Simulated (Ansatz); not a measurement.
Geometry optimisation, Ansatz 0.2.0, UKS PBE0/def2-mTZVP.

The input (input.yaml):

```yaml
crystal:
  periodic: [false, false, false]
  atoms:
    - { symbol: "N", position_ang: [-0.8134, 0.2252, -0.4866] }
    - { symbol: Si, position_ang: [-0.0527, -0.3221, 0.8757] }
    - { symbol: Cl, position_ang: [1.5246, -1.3709, 0.1573] }
    - { symbol: H, position_ang: [-0.2048, 0.9959, -0.9327] }
    - { symbol: H, position_ang: [-0.9137, -0.4838, -1.2059] }
    - { symbol: H, position_ang: [0.502, 0.8918, 1.546] }
magnetization:
  spin_polarized: true
  initial_magnetization: 1
basis:
  gaussian: { orbitals: def2-mTZVP }
hamiltonian:
  xc: pbe0
relax:
  f_tol: 0.02
  max_steps: 50
```

Run as:

```bash
$ ansatz run input.yaml --threads 2 --pin off --max-ram 3072MiB --backend cpu --events-out ev --progress --plain --runs-dir out
```

**Question.** Where does it end, and by what steps?

**Answer.** It converged. After 8 steps the energy has fallen by 0.467 eV; Cl3 moved furthest, 0.45 Å.

| step | energy less start (eV) | largest force component (eV/Å) | accepted |
| --- | --- | --- | --- |
| 0 | 0.0000 | 2.883 | yes |
| 1 | -0.3238 | 1.382 | yes |
| 2 | -0.3972 | 0.416 | yes |
| 3 | -0.4317 | 0.355 | yes |
| 4 | -0.4525 | 0.341 | yes |
| 5 | -0.4604 | 0.284 | yes |
| 6 | -0.4546 | 0.426 | no |
| 7 | -0.4660 | 0.065 | yes |
| 8 | -0.4667 | 0.011 | yes |

```xyz
6
Properties=species:S:1:pos:R:3
N -0.647 0.220 -0.626
Si 0.078 -0.347 0.809
Cl 1.717 -1.608 0.487
H -0.611 1.186 -0.914
H -1.068 -0.378 -1.320
H 0.574 0.864 1.519
```

Whether the end is a true minimum wasn't checked by a vibrational analysis.

Run time: 19 s on 2 threads of Arm Neoverse V1, on a shared host, peak memory 0.17 GiB.
